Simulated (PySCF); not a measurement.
# C4H7F (SMILES FC1CCC1): levels of theory compared

Aim: a comparison of 5 runs (HF/STO-3G, HF/def2-SVP, B3LYP/6-31G*, B3LYP/6-31G**, PBE0/def2-SVP) of C4H7F. 

The calculation is run with PySCF 2.14.0.

### Step 1. The structure to begin with

The species is C4H7F (12 atoms), meant as a singlet with charge 0. SMILES: `FC1CCC1`. The coordinates come from a PBE0-D4/def2-TZVP relaxation.

Bond lengths: F1–C2 1.376 Å, C2–C3 1.526 Å, C3–C4 1.544 Å, C2–C5 1.526 Å, C4–C5 1.544 Å, C2–H6 1.094 Å, C3–H7 1.090 Å, C3–H8 1.092 Å, C4–H9 1.091 Å, C4–H10 1.089 Å, C5–H11 1.092 Å, C5–H12 1.090 Å. Some angles: F1–C2–C3 117.2°, F1–C2–C5 117.2°, C3–C2–C5 89.6°, C2–C3–C4 87.1°, C3–C4–C5 88.3°, C2–C5–C4 87.1°, F1–C2–H6 107.5°, C3–C2–H6 112.4°, C5–C2–H6 112.4°, C2–C3–H7 118.6°.

### Step 2. Energy and gradient at HF/STO-3G (run 1)

The input, input.py:

```python
import pyscf.grad
from pyscf import gto

mol = gto.M(
    atom=[
    ('F', (-1.651800, -1.071700, -1.066400)),
    ('C', (-0.945600, -0.403700, -0.092800)),
    ('C', (0.423700, -0.963000, 0.283000)),
    ('C', (0.899000, 0.500200, 0.409500)),
    ('C', (-0.285300, 0.913500, -0.490200)),
    ('H', (-1.604100, -0.295100, 0.774500)),
    ('H', (0.497300, -1.624800, 1.146000)),
    ('H', (0.873300, -1.445800, -0.587200)),
    ('H', (0.786200, 0.877000, 1.427400)),
    ('H', (1.903000, 0.735000, 0.058700)),
    ('H', (-0.005000, 0.878900, -1.545100)),
    ('H', (-0.813400, 1.844400, -0.283400)),
],
    max_memory=1860,
    verbose=4,
    basis='sto-3g',
)

myscf = mol.RHF()
myscf.conv_tol = 1e-10
myscf.kernel()
if not myscf.converged:
    myscf = myscf.newton().run(myscf.mo_coeff, myscf.mo_occ)

energy = myscf.e_tot
print(f'total energy: {energy:.8f} hartree')
grad = myscf.Gradients().kernel()
myscf.analyze()
```

Command:

```console
OMP_NUM_THREADS=1 python input.py
```

Log:

```text
PySCF version 2.14.0

[... 80 lines left out ...]
One-electron Energy =                 -710.751375663312388
[... 8 lines left out ...]
MO #4   energy= -11.0435954020916  occ= 2
[... 6 lines left out ...]
MO #11  energy= -0.641130100363403 occ= 2
[... 6 lines left out ...]
MO #18  energy= -0.431838578914865 occ= 2
[... 6 lines left out ...]
MO #25  energy= 0.635379396953875  occ= 0
[... 6 lines left out ...]
MO #32  energy= 0.907017963067153  occ= 0
[... 47 lines left out ...]
Dipole moment(X, Y, Z, Debye):  0.73291,  0.59390,  0.76925
```

Wall time 2.2 s (1 thread of Intel Xeon at 2.70GHz, shared host); peak memory 0.12 GiB.

### Step 3. Energy and forces at HF/def2-SVP (run 2)

The input, calc.py:

```python
from pyscf import gto

molecule = gto.M(
    atom='''
F       -1.651800      -1.071700      -1.066400
C       -0.945600      -0.403700      -0.092800
C        0.423700      -0.963000       0.283000
C        0.899000       0.500200       0.409500
C       -0.285300       0.913500      -0.490200
H       -1.604100      -0.295100       0.774500
H        0.497300      -1.624800       1.146000
H        0.873300      -1.445800      -0.587200
H        0.786200       0.877000       1.427400
H        1.903000       0.735000       0.058700
H       -0.005000       0.878900      -1.545100
H       -0.813400       1.844400      -0.283400
''',
    spin=0,
    verbose=4,
    basis='def2-svp',
    max_memory=1860,
)

mf = molecule.RHF()
mf.conv_tol = 1e-10
mf.kernel()
if not mf.converged:
    mf = mf.newton().run(mf.mo_coeff, mf.mo_occ)

e_final = mf.e_tot
print('E = %.10f Eh' % e_final)
grad = mf.nuc_grad_method().kernel()
mf.analyze()
```

Command:

```console
OMP_NUM_THREADS=1 python calc.py
```

Log:

```text
PySCF version 2.14.0

[... 97 lines left out ...]
MO #10  energy= -0.777454013461941 occ= 2
[... 18 lines left out ...]
MO #29  energy= 0.346984533672142  occ= 0
[... 18 lines left out ...]
MO #48  energy= 0.921412897337002  occ= 0
[... 18 lines left out ...]
MO #67  energy= 1.98964039643746   occ= 0
[... 18 lines left out ...]
MO #86  energy= 2.68251520019098   occ= 0
[... 18 lines left out ...]
MO #105 energy= 4.22759883699368   occ= 0
[... 120 lines left out ...]
Dipole moment(X, Y, Z, Debye):  1.23428,  1.01416,  1.32949
```

Wall time 11 s (1 thread of Intel Xeon at 2.70GHz, shared host); peak memory 0.24 GiB.

Runs 3 to 4 aren't shown in full; the table further down has their settings and results.

### Step 4. Energy and gradient at PBE0/def2-SVP (run 5)

The input, input.py:

```python
# FC1CCC1
import pyscf.grad
from pyscf import gto, dft

mol = gto.Mole()
mol.atom = '''
F     -1.651800    -1.071700    -1.066400
C     -0.945600    -0.403700    -0.092800
C      0.423700    -0.963000     0.283000
C      0.899000     0.500200     0.409500
C     -0.285300     0.913500    -0.490200
H     -1.604100    -0.295100     0.774500
H      0.497300    -1.624800     1.146000
H      0.873300    -1.445800    -0.587200
H      0.786200     0.877000     1.427400
H      1.903000     0.735000     0.058700
H     -0.005000     0.878900    -1.545100
H     -0.813400     1.844400    -0.283400
'''
mol.max_memory = 1860
mol.basis = 'def2-svp'
mol.verbose = 4
mol.spin = 0
mol.build()

calc0 = dft.RKS(mol)
calc0.xc = 'pbe0'
calc0.conv_tol = 1e-10
calc0.grids.level = 5
calc0.kernel()
if not calc0.converged:
    calc0 = calc0.newton().run(calc0.mo_coeff, calc0.mo_occ)

etot = calc0.e_tot
print(f'total energy: {etot:.8f} hartree')
grad = calc0.Gradients().kernel()
dip = calc0.dip_moment()
pop, q = calc0.mulliken_pop()
```

Command:

```console
OMP_NUM_THREADS=1 python input.py
```

Log:

```text
PySCF version 2.14.0

[... 79 lines left out ...]
converged SCF energy = -255.978880951803
total energy: -255.97888095 hartree
[... 12 lines left out ...]
Dipole moment(X, Y, Z, Debye):  1.04793,  0.85045,  1.10304
[... 118 lines left out ...]
charge of   11H =      0.04671
```

It took 45 s on 1 thread of Intel Xeon at 2.70GHz, shared host; peak memory 1.1 GiB.

### Step 5. All runs side by side

```csv
run,level,integration grid,energy (Eh),dipole moment (D),HOMO energy (eV),LUMO energy (eV),wall time
1,HF/STO-3G,–,-251.725776,1.22,-10.28,14.32,2.2 s
2,HF/def2-SVP,–,-254.761138,2.08,-12.39,4.76,11 s
3,B3LYP/6-31G* (spherical functions),5,-256.443764,1.64,-8.14,2.32,44 s
4,B3LYP/6-31G** (spherical functions),5,-256.453692,1.64,-8.14,2.32,53 s
5,PBE0/def2-SVP,5,-255.978881,1.74,-8.62,1.83,45 s
```

### Step 6. Outcome

```
                       quantity          value
            run 5: total energy  -255.97888 Eh
           run 5: dipole moment         1.74 D
             run 5: HOMO energy       -8.62 eV
             run 5: LUMO energy        1.83 eV
           run 5: HOMO–LUMO gap       10.45 eV
run 5: largest force on an atom     0.602 eV/Å
```

In words: The dipole moment (its size) runs from 1.22 D (HF/STO-3G) to 2.08 D (HF/def2-SVP). The HOMO–LUMO gap runs from 10.45 eV (PBE0/def2-SVP) to 24.60 eV (HF/STO-3G). The two ends differ in method and basis. Totals of different functionals can't be ranked against each other. In run 1 the basis is minimal, so the values are rough. All runs together took 2.6 min, the longest 53 s.
